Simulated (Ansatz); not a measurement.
Relaxation of BH₅S (7 atoms, charge 0, multiplicity 1), to a largest force component of 0.03 eV/Å in at most 50 steps.

Theory: RKS B3LYP-D4/def2-SVP (Ansatz 0.2.0).

```xyz
7
Properties=species:S:1:pos:R:3
B 0.037 0.296 -0.001
H -0.079 0.349 1.190
H 1.115 0.464 -0.506
H -0.947 0.113 -0.669
S 0.326 -2.668 0.794
H -0.919 -2.886 0.309
H -0.069 -1.505 1.426
```

Q: Where does it end, and by what steps?

A: The run converged. The force dipped under the threshold on the way, but the program's further checks kept it going. After 16 steps the energy has fallen by 0.538 eV; H7 moved furthest, 0.89 Å. Joined: B1–S5 (3.08 → 2.05 Å).

```csv
step,energy less start (eV),largest force component (eV/Å),accepted
0,0.0000,0.664,yes
1,-0.0185,0.887,yes
2,-0.1271,0.897,yes
3,-0.2331,0.531,yes
4,-0.3450,1.070,yes
5,-0.4106,1.102,yes
6,-0.4599,0.103,yes
7,-0.4612,0.071,yes
8,-0.4676,0.037,yes
9,-0.4711,0.048,yes
10,-0.4773,0.559,yes
11,-0.5015,0.378,yes
12,-0.5344,0.047,yes
13,-0.5296,0.196,no
14,-0.5375,0.022,yes
15,-0.5380,0.060,yes
16,-0.5382,0.024,yes
```

```xyz
7
Properties=species:S:1:pos:R:3
B -0.002 -0.017 0.008
H -0.560 0.456 0.974
H 1.184 0.224 -0.106
H -0.624 -0.013 -1.036
S 0.090 -2.038 0.351
H -1.177 -2.340 0.729
H 0.553 -2.109 1.624
```

Whether the end is a true minimum wasn't checked by a vibrational analysis.

The run took 22 s on 1 thread of Arm Neoverse V2, with other jobs on the host, peak memory 0.11 GiB.
